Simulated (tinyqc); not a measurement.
Harmonic frequencies on the UHF/sto-3g surface (energies and gradients from PySCF), for OH+, spin multiplicity 3, step by step. One step of it, computed by the program tinyqc.

Question. Normal modes. Diagonalise H_ij / sqrt(m_i m_j); the 5 smallest eigenvalues belong to translations and rotations; wavenumber = sqrt(eigenvalue / 1822.888) x 219474.63; each mode has its largest component positive (the first on a tie); zero-point energy = sum of wavenumbers / 2, with 349.755 1/cm per kcal/mol.

Hessian (symmetrised) (hartree/bohr^2):
```
             1Ox          1Oy          1Oz          2Hx          2Hy          2Hz
1Ox   0.00001102   0.00000000   0.00000000  -0.00001102   0.00000000   0.00000000
1Oy   0.00000000   0.00001102   0.00000000   0.00000000  -0.00001102   0.00000000
1Oz   0.00000000   0.00000000   0.42398016   0.00000000   0.00000000  -0.42398016
2Hx  -0.00001102   0.00000000   0.00000000   0.00001102   0.00000000   0.00000000
2Hy   0.00000000  -0.00001102   0.00000000   0.00000000   0.00001102   0.00000000
2Hz   0.00000000   0.00000000  -0.42398016   0.00000000   0.00000000   0.42398016
```

masses (u): 1O 15.994915, 2H 1.007825

Give: eigenvalues of the mass-weighted Hessian; harmonic wavenumbers of the vibrations; mass-weighted modes; zero-point energy.

Answer.

eigenvalues of the mass-weighted Hessian (hartree/(bohr^2 u)): 0.0000  0.0000  0.0000  0.0000  0.0000  0.4472

harmonic wavenumbers of the vibrations (1/cm): 3437.6

mass-weighted modes:
```
      mode 1
1Ox   0.0000
1Oy   0.0000
1Oz  -0.2435
2Hx   0.0000
2Hy   0.0000
2Hz   0.9699
```

zero-point energy = 4.9143 kcal/mol
